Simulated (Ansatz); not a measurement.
Spin states of SnH⁺, each at its own bond length

Ansatz 0.2.0, basis def2-TZVPP; geometries are PBE0/def2-TZVP minima. Wave-function levels freeze the cores with the filled d shells of p-block atoms; HF, MP2 and coupled cluster are restricted for singlets and unrestricted otherwise, restricted open-shell where a d shell is frozen, Kohn–Sham unrestricted where that lies lower. MRCISD+Q stands on CASSCF in the full valence space. The reference is full CI, exact within the basis. Semilocal and hybrid functionals correlate all electrons outside any core potential and usually lie nearer their basis limit than the reference, so part of their error here is the reference's basis and frozen-core error; RPA and the MP2 part of double hybrids freeze the same cores as the reference. None of these values is a measured one. Energies are electronic, without zero-point terms. No spin–orbit coupling; scalar relativity only by core potentials past Kr. The species are chosen: bound, without strong static correlation by their natural occupations or amplitudes, and with a ladder that closes on the reference, so errors are smaller than for species at large; levels whose determinant breaks symmetry or spin markedly are left out.

A. triplet; Sn–H 1.881. Coordinates (Å): Sn 0.000 0.000 0.000; H 0.000 0.000 1.881
B. singlet; Sn–H 1.760. Coordinates (Å): Sn 0.000 0.000 0.000; H 0.000 0.000 1.760

Problem. From bonding and spin, estimate the order of these in energy at full CI, each at its own geometry.

Solution. At full CI, above the lowest of those listed: B (0.0 kJ/mol), A (219.7 kJ/mol).

```json
{"level": "full CI", "A less B (kJ/mol)": "219.7"}
{"level": "HF", "A less B (kJ/mol)": "189.6"}
{"level": "CCSD", "A less B (kJ/mol)": "220.7"}
{"level": "CCSD(T)", "A less B (kJ/mol)": "219.9"}
{"level": "CCSDT", "A less B (kJ/mol)": "219.5"}
{"level": "CCSDT(Q)", "A less B (kJ/mol)": "219.5"}
{"level": "MRCISD+Q", "A less B (kJ/mol)": "219.0"}
{"level": "PBE", "A less B (kJ/mol)": "216.7"}
{"level": "PBE0", "A less B (kJ/mol)": "211.7"}
{"level": "B2PLYP", "A less B (kJ/mol)": "220.1"}
```

Every level shown puts the same form lowest.

The geometries are PBE0's, not this basis's own minima.
